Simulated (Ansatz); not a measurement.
AsH2⁺, triplet: reading a ladder of total energies

Geometry: displaced at random from a stationary point.

```xyz
3

As    0.0033   -0.0189   -0.0002
H    -0.1616    0.7184   -1.3126
H    -0.0849    0.6860    1.3272
```

Basis cc-pVDZ; Ansatz 0.2.0. Only valence electrons are correlated (noble-gas cores and the filled d shells of p-block atoms frozen), which leaves 6 electrons in 23 orbitals. Prefix R: restricted or restricted open-shell reference. No spin–orbit coupling is included, and no scalar relativity.

Full CI is exact within this basis and frozen core; it isn't the basis-set limit.

Runs differ by some tens of microhartree through their thresholds and, for an open shell, their frozen cores, so steps under 0.03 kcal/mol mean nothing.

```
    level  total energy (hartree)
      RHF            -2234.968253
     RMP2            -2235.044704
    RCCSD            -2235.065977
 RCCSD(T)            -2235.067949
   RCCSDT            -2235.068524
RCCSDT(Q)            -2235.068566
  RCCSDTQ            -2235.068575
  full CI            -2235.068555
```

What is the correlation energy at full CI, and what share of it do RMP2 and RCCSD recover?

E(corr) = -2235.068555 − (-2234.968253) = -0.100302 hartree = -2.729 eV. RMP2: -0.076451 / -0.100302 = 76.22 %. RCCSD: -0.097724 / -0.100302 = 97.43 %.

By how many kcal/mol does RCCSD(T) miss full CI (1 hartree = 627.509 kcal/mol), and which steps make up the rest?

-2235.067949 − (-2235.068555) = 0.000606 hartree = 0.38 kcal/mol. Steps: RCCSDT − RCCSD(T) = -0.36, RCCSDT(Q) − RCCSDT = -0.03, RCCSDTQ − RCCSDT(Q) = -0.01, full CI − RCCSDTQ = 0.01 kcal/mol. That is within 1 kcal/mol of the reference in this basis, which itself misses far more of the correlation at the basis-set limit.
